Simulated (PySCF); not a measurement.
Another site gives an ion 63293.49 eV lower (`O=C[SeH]`) at the level PBE-D3(BJ)/def2-TZVP // TPSSh-D3(BJ)/def2-TZVP (PySCF).

Excitations are Tamm–Dancoff values on a coarser integration grid. The basis has no diffuse functions, so Rydberg states are missing or too high.

Cartesian coordinates (Å):
SMILES: O=CO
```xyz
5

O     -0.6337     1.1814    -0.1023
C     -0.4219     0.0046     0.0035
O      0.7995    -0.5618     0.0497
H     -1.1897    -0.7761     0.0763
H      1.4528     0.1570    -0.0182
```
Charge 0, spin multiplicity 1.

Task: Estimate the total energy, S1 oscillator strength, dipole moment, HOMO–LUMO gap, T1 excitation (TDA), S1–T1 gap (TDA), S1 excitation (TDA) and HOMO that TPSSh-D3(BJ)/def2-TZVP (PySCF 2.14.0) returns for this input.

Result: 
```json
{
  "total_energy": "-189.8469 Ha",
  "S1 oscillator strength": "0.001",
  "dipole_moment": "1.51 D",
  "HOMO–LUMO gap": "6.91 eV",
  "T1 excitation (TDA)": "5.33 eV",
  "S1–T1 gap (TDA)": "0.62 eV",
  "S1 excitation (TDA)": "5.95 eV",
  "HOMO": "-7.63 eV"
}
```
